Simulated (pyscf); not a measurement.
Homolytic dissociation enthalpies at 298 K of Al–H, Ga–H, H–In bonds in 8 gas-phase molecules, in kJ/mol. Optimised with ωB97X-D3(BJ)/def2-SVP in PySCF. MP2 and CC: frozen core, UHF for open shells. ΔMP2 is the change of the MP2 total energy from the triple- to the quadruple-zeta basis. Both columns use the same structures and thermal terms. Rows were drawn at random from the closed-shell molecules with such a bond whose radicals are computed, keep their shape and have no isomer in the data more than 5 kcal/mol lower.

```
row   molecule          radicals  B3LYP-D3(BJ)/def2-TZVP  CCSD(T)/def2-TZVPP + ΔMP2(QZVPP)
---  ---------  ----------------  ----------------------  --------------------------------
1      F–InH–F    [F–In–F]• + H•                   276.5                             294.4
2       F–InH₂     [F–InH]• + H•                   279.1                             294.0
3     H₂Ga–SeH   [HGa–SeH]• + H•                   327.8                             343.5
4      H₂Al–Cl    [HAl–Cl]• + H•                   344.5                                 ?
5     H₂P–InH₂   [H₂P–InH]• + H•                   280.9                             295.4
6    Cl–AlH–Cl  [Cl–Al–Cl]• + H•                   344.6                             353.5
7     H₃C–AlH₂   [H₃C–AlH]• + H•                   349.4                             355.8
8     H₂N–AlH₂   [H₂N–AlH]• + H•                   355.2                             360.1
```

### Question
Fit a line that carries the B3LYP-D3(BJ) values to the last column and predict row 4.

### Answer
In the 7 complete rows the last column lies 4.9 to 17.9 kJ/mol from B3LYP-D3(BJ) (mean 11.9, median 14.5). Least squares gives y = 49.8 + 0.88·x with residuals of 2.4 kJ/mol (root mean square). For row 4: 49.8 + 0.88 × 344.5 = 353.0 kJ/mol. The computed value is 352.5 kJ/mol, 0.5 under the line. The CCSD(T) − MP2 part came from Ansatz, without density fitting, on the same reference. The frozen core leaves the outer d or s,p core shells of the metals and heavy elements correlated in the MP2 and CC values, and def2-TZVPP describes them poorly, which can shift differences by a few kcal/mol. Elements up to Kr have no core potential and no relativistic terms here. Elements past Kr carry the def2 core potentials, without spin-orbit coupling.
